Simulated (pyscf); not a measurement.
Structures and frequencies: ωB97X-D3(BJ)/def2-SVP in PySCF.

H₂P–O–GaH₂ + hydrogen (H₂) → HO–PH₂ + gallane (GaH₃)
Surface: singlet. Broken: Ga–O, H–H. Formed: H–O, Ga–H. Give ΔE‡ and ΔE from ωB97M-D3(BJ)/def2-TZVP, relative to the separated reactants.

ΔE‡ = 22.3 kcal/mol, ΔE = +12.9 kcal/mol. Zero-point energy shifts the barrier by +2.6 kcal/mol. It is a four-centre exchange, with an imaginary mode of 1328i cm⁻¹. On the product side the descent ends in an adduct with a Ga–O contact, 15.6 kcal/mol under the separated species and 22.5 kcal/mol under the saddle at ωB97X-D3(BJ)/def2-TZVP. What is counted as broken (Ga–O) persists as a longer contact in the product adduct; parting that adduct is a step of its own. At the saddle there is also a short Ga–H contact that neither side keeps. H₂P–O–GaH₂ lies 12.3 kcal/mol over its isomer HO–GaH–PH₂ (electronic energy, ωB97M-D3(BJ)/def2-TZVP). This is the saddle that the search found; another between the same sides may lie lower. Elements up to Kr have no core potential and no relativistic terms here.
